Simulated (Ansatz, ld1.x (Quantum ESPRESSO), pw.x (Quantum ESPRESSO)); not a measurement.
## From atom to crystal: PAW potential for silver

Ag, PAW, made with ld1.x (Quantum ESPRESSO) 7.5 (PBE, scalar-relativistic). Core [Kr], reference 4d10 5s1 5p0. Waves: 5s (bound): rcut 2.30, rcutus 2.75 bohr; 5s channel at 2.8 Ry: rcut 2.30, rcutus 2.75 bohr; 5p (bound, empty): rcut 4.05, rcutus 4.50 bohr; 5p channel at 2.15 Ry: rcut 4.05, rcutus 4.50 bohr; 4d (bound): rcut 1.60, rcutus 1.70 bohr; 4d channel at 0.7 Ry: rcut 1.60, rcutus 1.70 bohr. Local part: all-electron potential smoothed inside 3.15 bohr (lloc = -1). Core correction: Bessel-smoothed model core, default radius (core density twice the valence density). Augmentation charge: PSQ, inside the norm-conserving radii.

Atomic tests: cutoffs needed: 40 Ry and 70 Ry (the cutoffs (Ry, on a coarse ladder) from which the occupation-weighted sum of valence levels, in a spherical-Bessel basis at the reference potential, stays within 10 and 1 mRy of its value at 400 Ry); ghost test: no extra level below or beside the all-electron valence levels (s, p, d, f tested) (spherical-Bessel basis up to 400 Ry, 20 bohr box); configuration tests: 1 of 7 tests not solved or not reliable.

Crystal test: fcc Ag in pw.x 7.5, no spin, 14³ k-points, Fermi–Dirac smearing 0.01 Ry, cutoffs 85/680 Ry. The reference is all-electron LAPW (Ansatz 0.2.0) with the same functional, mesh and smearing; V0 and B0 come from Birch–Murnaghan fits to the pressures at five volumes. Errors are pseudo minus all-electron; Δ is the rms difference of the E(V) curves that follow from these fits, minima aligned, over ±6 % about the mean V0. Mesh and smearing are coarse, so the numbers serve the comparison and aren't converged zero-temperature values; the lattice is a test structure that the element need not adopt.

| V (Å³/atom) | P all-electron (GPa) | P pseudo (GPa) |
| --- | --- | --- |
| 16.982 | 5.22 | 8.88 |
| 17.429 | 2.32 | 5.38 |
| 17.876 | -0.12 | 2.40 |
| 18.323 | -2.19 | -0.08 |
| 18.770 | -3.93 | -2.21 |

All-electron: a0 = 4.149 Å (V0 = 17.85 Å³/atom), B0 = 90.5 GPa.

Pseudopotential: mean pressure error (GPa): +2.61; a0 (Å): 4.184; a0 error (%): +0.84; B0 error (%): +4.8; Δ (meV/atom): 9.5. The largest radius (4.50 bohr) exceeds half the bond length (2.77 bohr), so the spheres overlap, which is one possible source of error among others. This is a poor potential for the solid. Atomic configuration tests: 1 of 7 tests not solved or not reliable.

**Question.** At the middle volume, how do free energy and pressure move when the wave cutoff is lowered (ecutrho held at 680 Ry)?

**Answer.**

```
cutoff (Ry)  shift of F (meV/atom)  shift of P (GPa)
         38                 +116.4             -3.23
         51                  +60.7             -1.87
         68                   +3.8             +0.19
```

Input at the middle volume:

```
&control
  calculation='scf', prefix='x', pseudo_dir='./', outdir='./tmp', tstress=.true., disk_io='none'
/
&system
  ibrav=0, nat=1, ntyp=1, ecutwfc=85, ecutrho=680, nbnd=13,
  occupations='smearing', smearing='fd', degauss=0.01
/
&electrons
  conv_thr=1e-09, mixing_beta=0.4, electron_maxstep=70
/
ATOMIC_SPECIES
Ag 1.0 Ag.UPF
CELL_PARAMETERS angstrom
  0.00000000 2.07529632 2.07529632
  2.07529632 0.00000000 2.07529632
  2.07529632 2.07529632 0.00000000
ATOMIC_POSITIONS crystal
Ag 0.0000 0.0000 0.0000
K_POINTS automatic
14 14 14 0 0 0
```

```bash
pw.x < Ag.scf.in > Ag.scf.out
```

Lines of the output:

```
Message from routine setup:
     using ibrav=0 with symmetry is DISCOURAGED, use correct ibrav instead
     lattice parameter (alat)  =       5.5462  a.u.
     unit-cell volume          =     120.6332 (a.u.)^3
     number of electrons       =        11.00
     number of Kohn-Sham states=           13
     kinetic-energy cutoff     =      85.0000  Ry
     charge density cutoff     =     680.0000  Ry
     scf convergence threshold =      1.0E-09
     Exchange-correlation= SLA  PW   PBX  PBC
     number of k points=   104  Fermi-Dirac smearing, width (Ry)=  0.0100
     iteration #  1     ecut=    85.00 Ry     beta= 0.40
     total energy              =    -355.34597826 Ry
     estimated scf accuracy    <       0.04654010 Ry
     iteration #  2     ecut=    85.00 Ry     beta= 0.40
     total energy              =    -355.35722535 Ry
     estimated scf accuracy    <       0.00060474 Ry
     iteration #  3     ecut=    85.00 Ry     beta= 0.40
     total energy              =    -355.35813597 Ry
     estimated scf accuracy    <       0.00013158 Ry
     iteration #  4     ecut=    85.00 Ry     beta= 0.40
     total energy              =    -355.35818644 Ry
     estimated scf accuracy    <       0.00000110 Ry
     iteration #  5     ecut=    85.00 Ry     beta= 0.40
     total energy              =    -355.35819419 Ry
     estimated scf accuracy    <       0.00000072 Ry
     iteration #  6     ecut=    85.00 Ry     beta= 0.40
     total energy              =    -355.35819476 Ry
     estimated scf accuracy    <       0.00000032 Ry
     iteration #  7     ecut=    85.00 Ry     beta= 0.40
     total energy              =    -355.35819487 Ry
     estimated scf accuracy    <       0.00000001 Ry
     iteration #  8     ecut=    85.00 Ry     beta= 0.40
     the Fermi energy is    11.9046 ev
!    total energy              =    -355.35819487 Ry
     estimated scf accuracy    <          9.8E-10 Ry
     smearing contrib. (-TS)   =      -0.00125490 Ry
     The total energy is F=E-TS. E is the sum of the following terms:
     one-electron contribution =      -0.24349948 Ry
     hartree contribution      =      15.27953551 Ry
     xc contribution           =     -40.34720908 Ry
     ewald contribution        =     -70.72983859 Ry
     one-center paw contrib.   =    -259.31592833 Ry
     convergence has been achieved in   8 iterations
          total   stress  (Ry/bohr**3)                   (kbar)     P=       24.04
     Message from routine punch:
     Nothing written, as per user request (disk_io='none')
```

The run at the middle volume (104 k-points, 8 iterations) took about 42 s on one core of a shared host (Neoverse-V1, 32 threads, 247 GiB, load 12).
